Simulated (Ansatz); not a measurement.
Debugging a geometry optimisation of C₅H₇Cl, SMILES C=C1CC1CCl (the Python package of Ansatz (0.2.0)).

Contents of `c5h7cl.xyz`:
```text
13

C     1.23770   -0.63360    1.58860
C     0.48130   -0.59820    0.49660
C    -0.62110   -1.16150   -0.40830
C     0.04260    0.03740   -0.82390
C    -0.73590    1.34040   -0.63940
Cl    0.40000    2.70910   -0.56760
H     1.97900    0.13920    1.75890
H     1.11260   -1.43420    2.30900
H    -0.30060   -2.09750   -0.91180
H    -1.62570   -1.06890    0.05690
H     0.78940   -0.05470   -1.64100
H    -1.34730    1.33770    0.28990
H    -1.41190    1.48490   -1.50780
```

`opt_c5h7cl.py`
```python
"""Geometry optimisation of C5H7Cl."""

import ansatz as az
import numpy as np

system = az.Crystal.molecule_from_extxyz("c5h7cl.xyz")

calc = (
    system.calculation()
    .basis(gaussian="def2-SVP")
    .functional("pbe0")
)
symbols = [site.symbol for site in system.cartesian_sites]
start = np.array([site.position_ang for site in system.cartesian_sites], dtype=float)
def progress(event):
    if event["event"] == "relax_step":
        row = event["data"]
        print(f"step {row['step']:3d}  E = {row['lagrangian_ev']:.6f} eV  max force {row['allowed_force_max_ev_ang']:.4f} eV/A")


report = calc.relax(force_tolerance=0.01, max_steps=30).session().plan().execute(on_event=progress).report
end = np.array(report["positions_ang"])

print("reference energy %16.6f eV" % report["reference_energy_ev"])
print("total energy     %16.6f eV" % report["free_energy"])
print("occupied (up, down):", report["n_occupied"], " virtual:", report["n_virtual"], " frozen:", report["n_frozen"])

print("bond        before    after (A)")
for i, j in [(0, 1), (0, 6), (0, 7), (1, 2), (1, 3), (2, 3), (2, 8), (2, 9), (3, 4), (3, 10), (4, 5), (4, 11), (4, 12)]:
    d0, d1 = (np.linalg.norm(xyz[i] - xyz[j]) for xyz in (start, end))
    print(f"{symbols[i]}{i}-{symbols[j]}{j}".ljust(10), f"{d0:8.4f} {d1:8.4f}")
```

```console
$ python opt_c5h7cl.py
step   1  E = -17801.375125 eV  max force 2.5106 eV/A
step   2  E = -17801.761646 eV  max force 1.3904 eV/A
step   3  E = -17801.819733 eV  max force 0.6919 eV/A
step   4  E = -17801.820893 eV  max force 0.4475 eV/A
step   5  E = -17801.848053 eV  max force 0.2045 eV/A
step   6  E = -17801.851797 eV  max force 0.1075 eV/A
step   7  E = -17801.852678 eV  max force 0.0526 eV/A
step   8  E = -17801.853226 eV  max force 0.0310 eV/A
step   9  E = -17801.853343 eV  max force 0.0244 eV/A
step  10  E = -17801.853165 eV  max force 0.0434 eV/A
step  11  E = -17801.853456 eV  max force 0.0116 eV/A
step  12  E = -17801.853491 eV  max force 0.0065 eV/A
reference energy    -17801.853520 eV
Traceback (most recent call last):
  File "opt_c5h7cl.py", line 25, in <module>
    print("total energy     %16.6f eV" % report["free_energy"])
                                         ~~~~~~^^^^^^^^^^^^^^^
KeyError: 'free_energy'
```

What is wrong, and how is it mended?

The fault: the report has no such key (the free energy stands under free_energy_ev). The correction:

```diff
--- before
+++ after
@@ -20,3 +20,3 @@
 
-report = calc.relax(force_tolerance=0.01, max_steps=30).session().plan().execute(on_event=progress).report
+report = calc.relax(force_tolerance=0.01, max_steps=100).session().plan().execute(on_event=progress).report
 end = np.array(report["positions_ang"])
@@ -24,3 +24,3 @@
 print("reference energy %16.6f eV" % report["reference_energy_ev"])
-print("total energy     %16.6f eV" % report["free_energy"])
+print("total energy     %16.6f eV" % report["free_energy_ev"])
 print("occupied (up, down):", report["n_occupied"], " virtual:", report["n_virtual"], " frozen:", report["n_frozen"])
```

With that change:

Running `python opt_c5h7cl.py` prints:
```text
step   1  E = -17801.375125 eV  max force 2.5106 eV/A
step   2  E = -17801.761646 eV  max force 1.3904 eV/A
step   3  E = -17801.819733 eV  max force 0.6919 eV/A
step   4  E = -17801.820893 eV  max force 0.4475 eV/A
step   5  E = -17801.848053 eV  max force 0.2045 eV/A
step   6  E = -17801.851797 eV  max force 0.1075 eV/A
step   7  E = -17801.852678 eV  max force 0.0526 eV/A
step   8  E = -17801.853226 eV  max force 0.0310 eV/A
step   9  E = -17801.853343 eV  max force 0.0244 eV/A
step  10  E = -17801.853165 eV  max force 0.0434 eV/A
step  11  E = -17801.853456 eV  max force 0.0116 eV/A
step  12  E = -17801.853491 eV  max force 0.0065 eV/A
reference energy    -17801.853520 eV
total energy        -17801.853520 eV
occupied (up, down): [27, 27]  virtual: [96, 96]  frozen: 0
bond        before    after (A)
C0-C1        1.3289   1.3229
C0-H6        1.0843   1.0935
C0-H7        1.0842   1.0940
C1-C2        1.5334   1.4625
C1-C3        1.5298   1.4636
C2-C3        1.4320   1.5327
C2-H8        1.1101   1.0957
C2-H9        1.1109   1.0967
C3-C4        1.5290   1.4999
C3-H10       1.1108   1.0974
C4-Cl5       1.7801   1.7944
C4-H11       1.1124   1.0988
C4-H12       1.1099   1.0992
```

Caveats:
- Total energies depend on the basis set; only differences at equal settings carry meaning.
- The end point is the stationary point reached from this start; no frequency run checks that it is a minimum, and the basis set is modest.
- Timing: 94 s on 1 thread of Arm Neoverse V1, on a shared host, peak memory 0.38 GiB.

(Lines on the test bed's own set-up are left out of the output.)
